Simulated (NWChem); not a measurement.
# One shape, several levels: doublet CHNS+

We compute a comparison of 6 runs (UHF/STO-3G, UB3LYP/def2-TZVP, UPBE0/def2-TZVP, UB3LYP/6-31G*, UM06-2X/def2-TZVP) of doublet CHNS+. 

The calculation is run with NWChem 7.3.0.

22 further runs of the same task are left out: 22 set aside as unsound or not needed. Runs told in other sessions of the task aren't counted.

**1. The system as given**

CHNS+ has 4 atoms, charge +1, and is taken as a doublet. As SMILES of the parent species, `N=C=S`. Geometry: relaxed at PBE0-D4/def2-TZVP. That shape belongs to the parent species and isn't relaxed for this state.

Bond lengths: N1–C2 1.197 Å, C2–S3 1.563 Å, N1–H4 1.004 Å. Angles: N1–C2–S3 174.4°, C2–N1–H4 132.5°.

**2. A single-point energy at UHF/STO-3G (run 1)**

File work.xyz:

```xyz
4
CHNS hf
N     -0.250070     0.634650    -0.475270
C      0.306250    -0.206190     0.170680
S      1.162880    -1.237190     0.975330
H     -1.219070     0.808720    -0.670740
```

File work.nw:

```
start work
title "CHNS hf"
memory 2200 mb
charge 1

geometry units angstroms noautosym nocenter noautoz
 load work.xyz
end

basis spherical bse
 * library STO-3G
end

scf
 doublet
 uhf
 thresh 1e-08
 maxiter 80
 noprint "final vectors analysis"
end

task scf energy
```

On the command line:

```bash
$ nwchem work.nw > work.out
```

Standard output:

```text
[...]
  functions       =    20
[...]
  wavefunction    = UHF
[...]
         Total SCF energy =   -484.623010854935
      One electron energy =   -819.647961973685
      Two electron energy =    254.823684028012
 Nuclear repulsion energy =     80.201267090738
                       Sz =      0.5000
                 Sz(Sz+1) =      0.7500
                      S^2 =      0.9705
[...]
```

Wall time 1.7 s (1 thread of Intel Xeon at 2.60GHz (Ice Lake), shared host); peak memory 0.099 GiB.

**3. A single-point energy at UB3LYP/def2-TZVP (run 2)**

File chns.nw:

```
start chns
title "isothiocyanic acid"
memory 2200 mb
charge 1

geometry units angstrom noautosym nocenter noautoz
 N    -0.250070    0.634650   -0.475270
 C     0.306250   -0.206190    0.170680
 S     1.162880   -1.237190    0.975330
 H    -1.219070    0.808720   -0.670740
end

basis spherical bse
 * library def2-TZVP
end

dft
 xc b3lyp
 mult 2
 grid fine
 convergence energy 1e-08
 iterations 100
 mulliken
 print low
end

task dft energy
```

On the command line:

```bash
$ nwchem chns.nw > chns.out
```

Standard output:

```text
[...]
 d= 0,ls=0.0,diis     1   -491.2392100090 -5.71D+02  6.07D-03  7.12D-01     2.9
[...]
 d= 0,ls=0.0,diis    13   -491.3404875391 -5.23D-09  3.71D-07  7.89D-10    32.0
[...]
         Total DFT energy =     -491.340487539129
      One electron energy =     -825.988015584498
           Coulomb energy =      292.518065369755
    Exchange-Corr. energy =      -38.071804415125
 Nuclear repulsion energy =       80.201267090738
[...]
      Total Density - Mulliken Population Analysis
     ---------------------------------------------
    Atom       Charge   Shell Charges
 -----------   ------   -------------------------------------------------------
    1 N    7     6.99   0.82  1.15  0.59  0.74  0.18  1.54  1.43  0.48  0.01  0.02  0.00
    2 C    6     5.75   0.86  1.11  0.59  0.50  0.00  1.27  1.11  0.16  0.03  0.09  0.02
    3 S   16    15.62   2.01  0.47  1.48  1.21  0.76  4.18  1.66  0.92  2.11  0.68  0.05  0.07  0.01
    4 H    1     0.65   0.25  0.34  0.02  0.04
[...]
      <S2> =      0.7705 (Exact =     0.7500)
[...]
```

Run time: 33 s. Hardware: 1 thread of Intel Xeon at 2.60GHz (Ice Lake), shared host; peak memory 0.12 GiB.

**4. The energy at UPBE0/def2-TZVP (run 3)**

File chns.nw:

```
echo
start chns
memory 2200 mb
charge 1

geometry noautosym nocenter noautoz
   N     -0.250070     0.634650    -0.475270
   C      0.306250    -0.206190     0.170680
   S      1.162880    -1.237190     0.975330
   H     -1.219070     0.808720    -0.670740
end

basis spherical bse
   N library def2-TZVP
   C library def2-TZVP
   S library def2-TZVP
   H library def2-TZVP
end

dft
   xc pbe0
   mult 2
   grid fine
   convergence energy 1e-08
   iterations 100
   mulliken
   print low
end

task dft
```

On the command line:

```bash
$ nwchem chns.nw > chns.out
```

Standard output:

```text
[...]
 d= 0,ls=0.0,diis     1   -490.9715124514 -5.71D+02  6.35D-03  6.87D-01     3.6
[...]
 d= 0,ls=0.0,diis    13   -491.0724438470 -5.57D-09  3.45D-07  7.06D-10    33.5
[...]
         Total DFT energy =     -491.072443847001
      One electron energy =     -825.910738090858
           Coulomb energy =      292.437922876712
    Exchange-Corr. energy =      -37.800895723593
 Nuclear repulsion energy =       80.201267090738
[...]
      Total Density - Mulliken Population Analysis
     ---------------------------------------------
    Atom       Charge   Shell Charges
 -----------   ------   -------------------------------------------------------
    1 N    7     7.01   0.82  1.15  0.58  0.79  0.15  1.52  1.51  0.46  0.01  0.03  0.00
    2 C    6     5.76   0.86  1.11  0.57  0.54  0.01  1.24  1.13  0.15  0.03  0.10  0.02
    3 S   16    15.59   2.01  0.48  1.48  1.19  0.74  4.18  1.67  0.89  2.17  0.65  0.05  0.07  0.01
    4 H    1     0.64   0.24  0.34  0.02  0.04
[...]
      <S2> =      0.7778 (Exact =     0.7500)
[...]
```

It took 34 s on 1 thread of Intel Xeon at 2.60GHz (Ice Lake), shared host; peak memory 0.12 GiB.

Runs 4 to 5 aren't shown in full; the table further down has their settings and results.

**5. A single-point energy at UM06-2X/def2-TZVP (run 6)**

File run.py:

```python
from ase import Atoms
from ase.calculators.nwchem import NWChem

mol = Atoms(['N', 'C', 'S', 'H'], positions=[
    [-0.250070, 0.634650, -0.475270],
    [0.306250, -0.206190, 0.170680],
    [1.162880, -1.237190, 0.975330],
    [-1.219070, 0.808720, -0.670740],
])

calc = NWChem(
    label='geom',
    theory='dft',
    memory='2200 mb',
    basis='def2-TZVP',
    basispar='spherical bse',
    charge=1,
    dft={'xc': 'm06-2x', 'mult': '2', 'grid': 'fine', 'convergence': 'energy 1e-08', 'iterations': '100', 'mulliken': None},
    task='energy',
)
mol.calc = calc

print("Total energy (eV):", round(mol.get_potential_energy(), 6))
```

On the command line:

```bash
$ export ASE_NWCHEM_COMMAND="nwchem PREFIX.nwi > PREFIX.nwo"
$ python run.py
```

Standard output:

```text
Total energy (eV): -13367.83009
```

The calculator wrote geom.nwi:

```
title "geom"

permanent_dir geom

scratch_dir geom

start geom

geometry units angstrom nocenter noautosym noautoz
  N  -2.5007000000000001e-01 6.3465000000000005e-01 -4.7527000000000003e-01
  C  3.0625000000000002e-01 -2.0619000000000001e-01 1.7068000000000000e-01
  S  1.1628799999999999e+00 -1.2371900000000000e+00 9.7533000000000003e-01
  H  -1.2190700000000001e+00 8.0871999999999999e-01 -6.7074000000000000e-01
end

charge 1

memory 2200 mb

basis spherical bse noprint
   * library def2-TZVP
end

dft
  xc m06-2x
  mult 2
  grid fine
  convergence energy 1e-08
  iterations 100
  mulliken
end

task dft energy
```

geom.nwo:

```text
Northwest Computational Chemistry Package (NWChem) 7.3.0
             --------------------------------------------------------

           Job information
           ---------------

    nwchem branch   = 7.3.0
    use scalapack   = T
    input           = geom.nwi
    prefix          = geom.
    data base       = geom/geom.db
    status          = startup
    nproc           =        1

           Memory information
           ------------------

    heap     =     72089600 doubles =      550.0 Mbytes
    stack    =     72089597 doubles =      550.0 Mbytes
    global   =    144179200 doubles =     1100.0 Mbytes (distinct from heap & stack)
    total    =    288358397 doubles =     2200.0 Mbytes
    verify   = yes
    hardfail = no

           Directory information
           ---------------------

  0 permanent = geom
  0 scratch   = geom

                                NWChem Input Module
                                -------------------

                                       geom
                                       ----

[... 25 lines left out ...]
            Nuclear Dipole moment (a.u.)
[... 55 lines left out ...]
  convergence criterion.
[... 16 lines left out ...]
          Convergence on density requested:  1.00D-05
[... 22 lines left out ...]
          Spatial weights used:  Erf1
[... 3 lines left out ...]
          Convergence aids based upon iterative change in
[... 82 lines left out ...]
         Total DFT energy =     -491.258698758719
[... 1 line left out ...]
           Coulomb energy =      292.418932124162
[... 1 line left out ...]
 Nuclear repulsion energy =       80.201267090738
[... 750 lines left out ...]
                     DFT Final Beta Molecular Orbital Analysis
[... 827 lines left out ...]
   alpha     91     92     93     94     95     96     97     98     99    100
    beta     91     92     94     93     95     96     97     98     99    101
 overlap   0.999  0.997  1.000  1.000  1.000  1.000  1.000  1.000  1.000  1.000

   alpha    101    102    103    104    105
    beta    100    102    103    104    105
 overlap   1.000  1.000  1.000  1.000  1.000

     --------------------------
     Expectation value of S2:
     --------------------------
      <S2> =      0.7703 (Exact =     0.7500)

 center of mass
 --------------
 x =   1.15736931 y =  -1.03573144 z =   0.82980532

 moments of inertia (a.u.)
 ------------------
         217.962493521499         107.749166211136         -83.974863550802
         107.749166211136         170.042793622268         105.620943899891
         -83.974863550802         105.620943899891         223.687126523574

     Multipole analysis of the density
     ---------------------------------

     L   x y z        total         alpha         beta         nuclear
     -   - - -        -----         -----         ----         -------
     0   0 0 0      1.000000    -15.000000    -14.000000     30.000000

     1   1 0 0      0.417405    -17.046197    -15.557508     33.021110
[... 8 lines of this table left out ...]
     2   0 0 2    -12.806947    -39.824900    -35.211952     62.229905

 Task  times  cpu:       46.7s     wall:       46.7s
 Total times  cpu:       46.7s     wall:       46.7s
```

It took 48 s on 1 thread of Intel Xeon at 2.60GHz (Ice Lake), shared host; peak memory 0.12 GiB.

**6. Overview of the runs**

```tsv
run	level	iteration cap	module	energy (Eh)	⟨S²⟩	wall time
1	UHF/STO-3G	80	scf	-484.623011	0.971	1.7 s
2	UB3LYP/def2-TZVP	100	dft	-491.340488	0.770	33 s
3	UPBE0/def2-TZVP	100	dft	-491.072444	0.778	34 s
4	UB3LYP/6-31G* (spherical functions)	100	dft	-491.263356	0.770	16 s
5	UB3LYP/6-31G* (Cartesian functions)	100	dft	-491.268244	0.770	18 s
6	UM06-2X/def2-TZVP	100	dft	-491.258699	0.770	48 s
```

**7. Outcome**

| quantity | value |
| --- | --- |
| run 6: total energy | -491.25870 Eh |
| run 6: HOMO energy (highest over α and β) | -16.42 eV |
| run 6: LUMO energy (lowest over α and β) | -11.45 eV |
| run 6: ⟨S²⟩ | 0.770 |

What this shows: Totals of different functionals can't be ranked against each other. In run 1 the basis is minimal, so the values are rough. Spin contamination of the reference: run 1 ⟨S²⟩ = 0.97. All runs together took 2.5 min, the longest 48 s.
